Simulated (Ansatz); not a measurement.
A calculation on rhombohedral A7 Sb returned elastic constant C11 101 GPa, elastic constant C44 40.4 GPa, Voigt–Reuss–Hill shear modulus 28.9 GPa.

Question: Which level of theory produced these numbers?
(A) PBE+SOC (Ansatz, a quantum-chemistry and plane-wave program)
(B) HSE06 (Ansatz)
(C) RPBE (Ansatz)
(D) LDA+SOC (Ansatz)

Answer: D, LDA+SOC (Ansatz)

The others give: RPBE 74.0 GPa, 18.3 GPa, 16.5 GPa; PBE+SOC 83.4 GPa, 25.2 GPa, 21.4 GPa; HSE06 96.0 GPa, 34.4 GPa, 25.8 GPa.

Unless a cell is named, each level is at its own relaxed cell (HSE06 31.05, LDA+SOC 29.21, PBE+SOC 31.98, RPBE 33.44 Å³/atom).

Caveats: LDA has no dispersion term either, though it tends to give short spacings of layers, chains or molecules (LDA+SOC); hybrids on metals are sensitive to the k mesh (HSE06); the cell comes from a level without a dispersion term, which matters for the spacing of layers, chains or molecules (RPBE, PBE+SOC, HSE06); the run warned that the count of filled bands differs between k points (HSE06). Ansatz's density-functional and Hartree–Fock values are scalar-relativistic unless marked +SOC, with PAW data made under PBE.
